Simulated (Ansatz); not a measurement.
Solid CO2 (dry ice)

All values below come from r²SCAN+rVV10 (Ansatz, a first-principles code, plane waves, PAW).

Cell: relaxed at this level.

```
Property                Result
-------------------  ---------
lattice energy       33 kJ/mol
volume per molecule   40.30 Å³
```

Measured, for comparison: lattice energy 28 kJ/mol (sublimation enthalpy back-corrected for vibrations incl. anharmonic terms (X23); as tabulated in Klimeš (2016), arXiv:1606.06868). Computed (rounded) less measured: lattice energy +5 kJ/mol.

Static lattice: no zero-point or thermal effects.

It cost about 17 core-seconds (a rough figure) of CPU time.
